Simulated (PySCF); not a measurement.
C₄H₇F.
Structure used (GFN2-xTB), in Å, numbered top down from 1:
```xyz
12
C4H7F angstrom
C     -1.4680   -0.0789   -0.6691
C     -0.5686    0.8882    0.0272
C      0.6483    0.6314    0.4785
C      1.3477   -0.6891    0.3775
F      2.5573   -0.6398    1.0272
H     -1.5310    0.1720   -1.7283
H     -1.1117   -1.1007   -0.5778
H     -2.4738   -0.0164   -0.2569
H     -0.9701    1.8853    0.1458
H      1.2308    1.4001    0.9650
H      1.5657   -0.9559   -0.6645
H      0.7747   -1.4969    0.8494
```

The closed-shell ground state was solved at several levels (PySCF, density fitting, gas phase, non-relativistic).

```csv
level,basis functions,HOMO (eV),LUMO (eV),gap (eV),dipole (D)
CAM-B3LYP/def2-SVPD,159,-8.69,1.35,10.04,2.27
PBE0/pcSseg-1,120,-7.31,0.32,7.63,2.19
PBE0/def2-SVPD,159,-7.34,0.23,7.57,2.21
```

Estimate the row for B3LYP/pcJ-1, a basis of 205 functions; the other rows only guide the guess.

HOMO -7.08 eV, LUMO 0.09 eV, gap 7.17 eV, dipole 2.17 D.

Over all these levels, which gives the widest orbital gap and which the narrowest?

CAM-B3LYP/def2-SVPD (range-separated hybrid) has the widest, 10.04 eV, and B3LYP/pcJ-1 (global hybrid, 20 % exact exchange) the narrowest, 7.17 eV. Functional and basis both differ between the two, so the spread mixes both effects.

How far do the dipole and the HOMO energy spread over the levels?

The dipole runs from 2.17 to 2.27 D (mean 2.21 D) and the HOMO from -8.69 to -7.08 eV.

One conformer stands for the species.
